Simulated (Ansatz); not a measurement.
# CH₄O (singlet): the correlation ladder, cc-pVTZ

Aim: climb from Hartree-Fock through coupled cluster for CH₄O (singlet) at one geometry and basis, and see what each rung misses.

Computed with Ansatz 0.2.0, Gaussian basis. Level: cc-pVTZ, core rule «outside noble gas», up to 2 orbitals frozen.

Plan: UHF; CCSD(T) on RHF; BCCD(T) on RHF; CISD; CCSDT(Q) on RHF.

27 further runs of the same task are left out: 13 for a known fault of the program, 1 that didn't finish, 13 set aside as unsound or not needed.

**1. The system**

The geometry is an MP2(full)/6-31G* stationary point (not a proven minimum).

6 atoms, charge 0, spin multiplicity 1.

Atoms are counted from 1 here; the program's logs count them from 0.

Bond lengths: C1–O2 1.423 Å, C1–H3 1.090 Å, C1–H5 1.097 Å, C1–H6 1.097 Å, O2–H4 0.970 Å. Angles: O2–C1–H3 106.3°, O2–C1–H5 112.3°, O2–C1–H6 112.3°, H3–C1–H5 108.5°, H3–C1–H6 108.5°, H5–C1–H6 108.8°, C1–O2–H4 107.4°.

**2. UHF**

File in.yaml:

```yaml
crystal:
  periodic: [false, false, false]
  atoms:
    - {symbol: C, position_ang: [-0.026687, 0.728617, 0.000000]}
    - {symbol: O, position_ang: [-0.026687, -0.694323, 0.000000]}
    - {symbol: H, position_ang: [-1.072551, 1.034013, 0.000000]}
    - {symbol: H, position_ang: [0.898978, -0.984230, 0.000000]}
    - {symbol: H, position_ang: [0.457589, 1.144604, 0.891772]}
    - {symbol: H, position_ang: [0.457589, 1.144604, -0.891772]}
basis:
  gaussian: {orbitals: cc-pVTZ}
magnetization: {spin_polarized: true, initial_magnetization: 0}
hamiltonian: {xc: hf}
output: {orbitals: {seedname: orbitals}}
```

On the command line:

```
ansatz run in.yaml --threads 1 --pin off --events-out ev --progress --plain --max-ram 3020MiB --backend cpu
```

After this run come: CCSD(T) on RHF; BCCD(T) on RHF; CISD; CCSDT(Q) on RHF.

Before running them: what should the planned runs give, taken together? Wanted: RCCSDT(Q) below the RHF energy; RMP2 from RCCSDT(Q); RCCSD from RCCSDT(Q); RCCSD(T) from RCCSDT(Q); T1 diagnostic.

**Answer**, as computed:

| quantity | value |
| --- | --- |
| RCCSDT(Q) below the RHF energy | -12.6020 eV |
| RMP2 from RCCSDT(Q) | +931.8 meV |
| RCCSD from RCCSDT(Q) | +428.5 meV |
| RCCSD(T) from RCCSDT(Q) | +24.0 meV |
| levels within 1 kcal/mol (43 meV) | RCCSD(T), BCCD(T), RCCSDT |
| T1 diagnostic | 0.009 |

**Reading.** RCCSD(T) lands +24.0 meV from the yardstick (0.2 % of the correlation energy). These misses are within one basis, not against nature.
